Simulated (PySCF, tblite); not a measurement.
Complex of carbon dioxide and hydrogen fluoride

A gas-phase complex of carbon dioxide and hydrogen fluoride; neutral, singlet. The structure comes from a short search (6 tight-binding starts) and was relaxed by PBE0-D3(BJ)/def2-TZVPD; another way of binding may lie lower. No frequency run checks that it is a minimum.

Parts: 1 = carbon dioxide (O=C=O), atoms 1–3; 2 = hydrogen fluoride (F), atoms 4–5.

Coordinates in Å:
```
O1      0.578    0.647   -0.180
C2     -0.233   -0.143    0.069
O3     -1.038   -0.930    0.318
F4      2.271    2.796   -1.088
H5      1.733    2.104   -0.793
```

```tsv
contact	kind (by geometry)	distance (Å)	angle (°)
H5···O1	hydrogen bond	1.959	179
```

Interaction energies are complex less parts, with the parts frozen as they stand in it; counterpoise-corrected, in kcal/mol (PySCF). The CCSD(T) estimate is Hartree-Fock/aug-cc-pVQZ, plus the MP2 correlation part extrapolated as X⁻³ from aug-cc-pVTZ and aug-cc-pVQZ, plus CCSD(T) less MP2 in aug-cc-pVDZ; noble-gas cores are frozen. It isn't the exact limit.

```
                   level  interaction  superposition error removed
Hartree-Fock/aug-cc-pVQZ        -2.30                            -
 wB97M-D3(BJ)/def2-TZVPD        -2.88                        -0.06
  PBE0-D3(BJ)/def2-TZVPD        -3.02                        -0.07
         MP2/aug-cc-pVQZ        -2.82                        -0.34
```

Question: What does CCSD(T) at its estimated basis limit give, and which of these levels comes nearest?

Answer: -2.95 kcal/mol. wB97M-D3(BJ)/def2-TZVPD and PBE0-D3(BJ)/def2-TZVPD and MP2/aug-cc-pVQZ come equally near, within the error of the estimate; the errors are Hartree-Fock/aug-cc-pVQZ +0.65, wB97M-D3(BJ)/def2-TZVPD +0.07, PBE0-D3(BJ)/def2-TZVPD -0.07, MP2/aug-cc-pVQZ +0.13.

Question: What holds them together? Decompose the wB97M-D3(BJ)/def2-TZVPD energy: frozen parts, their antisymmetrised product, then relaxation.

Answer: electrostatic -3.6, Pauli repulsion +3.2, orbital relaxation -2.1, dispersion correction -0.5 kcal/mol, which sum to the value before the counterpoise correction; the Pauli term holds the exchange-correlation of the frozen density too. Of the attraction, 58 % is electrostatic, 34 % is orbital relaxation, 8 % is dispersion correction.

The parts were also relaxed and run alone, at the levels used for the complex: shieldings by PBE0/pcSseg-2; core levels by delta-SCF with SCAN, pcX-2 on the ionised atom and pcseg-1 elsewhere, spin-free X2C.

Question: What does binding change?

Answer: 
```tsv
property	alone	in the complex	change
F4–H5 bond (Å)	0.921	0.925	+0.004
shielding of H5 (ppm)	29.16	28.08	-1.08
shielding of O1 (ppm)	215.0	223.9	+9.0
shielding of F4 (ppm)	410.5	410.1	-0.4
O1 1s core level (eV)	541.30	541.98	+0.68
C2 1s core level (eV)	297.56	298.21	+0.65
F4 1s core level (eV)	694.11	693.31	-0.81
```

The core-hole state of C2 is spin-contaminated (⟨S²⟩ 0.80 against 0.75 for a pure doublet), so that value and differences from it are less sure.

The 5 runs behind this took 4.3 min in all, one thread each of Arm Neoverse N1 on a shared host, launched as `OMP_NUM_THREADS=1 python cluster_run.py task.json out`.
